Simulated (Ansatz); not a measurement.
Born–Oppenheimer molecular dynamics of H4OSi (6 atoms, charge 0, multiplicity 1). It starts from a relaxed structure.

These are results of RKS B3LYP-D4/def2-SVP in Ansatz 0.2.0, not measurements.

```yaml
ensemble: NVE (velocity Verlet)
time_step: 0.5 fs
steps_asked: 150
starting_velocities_drawn_for: 300 K
seed: 873005
```

First frame:

```xyz
6
Properties=species:S:1:pos:R:3
Si -0.022 -0.026 -0.002
O -0.008 -0.104 1.666
H -0.860 -0.145 2.115
H 1.400 0.021 -0.427
H -0.732 1.192 -0.501
H -0.686 -1.220 -0.613
```

Q: How far do the bonds stretch over the last three quarters of this one trajectory? (Pairs bonded in most of those frames.)

A: 
```csv
bond,mean (Å),spread (Å),shortest,longest
Si1–O2,1.672,0.009,1.65,1.69
Si1–H4,1.489,0.048,1.42,1.56
Si1–H5,1.497,0.019,1.47,1.52
Si1–H6,1.496,0.008,1.48,1.51
O2–H3,0.967,0.032,0.92,1.01
```

Mean temperature of the second half: 156 K. The conserved energy stayed within 0.41 meV per atom of its start (net change 0.29 meV per atom), so the integration is sound. Over the second half the temperature averaged 0.52 of the 300 K drawn at the start: a run that starts near a minimum puts about half its kinetic energy into the potential. A run of 0.075 ps of so small a system gives no equilibrium averages.

Run time: 2.1 min on 1 thread of Arm Neoverse V2, on a shared host, peak memory 0.091 GiB.
